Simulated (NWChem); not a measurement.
System: nitrogen trifluoride (NF3); SMILES FN(F)F

B3LYP is NWChem's, with the RPA form of VWN correlation.

**Question.** Give the equilibrium geometry at B3LYP/6-31G* (spherical d) (NWChem) as a Z-matrix, with the point group.

**Answer.** point group C3v; any orientation.
```
N
F 1 1.3826
F 1 1.3826 2 101.95
F 1 1.3826 2 101.95 3 105.14
```
